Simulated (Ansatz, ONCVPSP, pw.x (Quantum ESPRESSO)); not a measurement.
From atom to crystal: ONCV potential for W (Z = 74)

tungsten, optimised norm-conserving Vanderbilt (ONCV), made with ONCVPSP 4.0.1.1 (patched build) (PBEsol, scalar-relativistic). Core [Kr] 4d10 4f14, reference 5s2 5p6 5d4 (charge +2). Waves: 5s: rc 1.55 bohr, ncon 3, nbas 7, qcut 5.9 1/bohr, local; 5p: rc 1.90 bohr, ncon 4, nbas 7, qcut 8.1 1/bohr, 1 projector; 5d: rc 2.35 bohr, ncon 3, nbas 8, qcut 5.6 1/bohr, 2 projectors, debl 0.9 Ha. Local part: the s channel. Core correction: none.

Atomic tests: cutoffs needed: 16 Ha and 52 Ha (the cutoffs (Ha) at which the residual kinetic energy of the hardest occupied pseudo-wave falls to 1 and 0.1 mHa per electron); ghost test: no bound ghost flagged; no localised positive-energy state flagged; configuration tests: 3 of 4 tests not solved or not reliable.

Crystal test: bcc W in pw.x 7.5, no spin, 15³ k-points, Fermi–Dirac smearing 0.01 Ry, cutoffs 120/480 Ry. The reference is all-electron LAPW (Ansatz 0.2.0) with the same functional, mesh and smearing; V0 and B0 come from Birch–Murnaghan fits to the pressures at five volumes. Errors are pseudo minus all-electron; Δ is the rms difference of the E(V) curves that follow from these fits, minima aligned, over ±6 % about the mean V0. Mesh and smearing are coarse, so the numbers serve the comparison and aren't converged zero-temperature values; the lattice is a test structure that the element need not adopt.

All-electron: a0 = 3.155 Å (V0 = 15.70 Å³/atom), B0 = 321.1 GPa.

Question: How far does the potential miss the all-electron equation of state?

Answer: mean pressure error (GPa): -16.71. The pressure does not cross zero within the volumes sampled, so no fit is given. This is a poor potential for the solid. Atomic configuration tests: 3 of 4 tests not solved or not reliable.

```json
{"V (Å³/atom)": "14.903", "P all-electron (GPa)": "18.56", "P pseudo (GPa)": "-1.77"}
{"V (Å³/atom)": "15.295", "P all-electron (GPa)": "8.81", "P pseudo (GPa)": "-9.54"}
{"V (Å³/atom)": "15.687", "P all-electron (GPa)": "0.22", "P pseudo (GPa)": "-16.33"}
{"V (Å³/atom)": "16.079", "P all-electron (GPa)": "-7.35", "P pseudo (GPa)": "-22.26"}
{"V (Å³/atom)": "16.471", "P all-electron (GPa)": "-14.00", "P pseudo (GPa)": "-27.41"}
```

Question: At the middle volume, how do free energy and pressure move when the wave cutoff is lowered (ecutrho kept at four times it)?

Answer:

```tsv
cutoff (Ry)	shift of F (meV/atom)	shift of P (GPa)
54	+10.9	-0.06
72	+6.9	-0.03
96	+4.0	+0.09
```

The run at the middle volume (120 k-points, 9 iterations) took about 90 s on one core of a shared host (Neoverse-N1, 64 threads, 124 GiB, load 57).
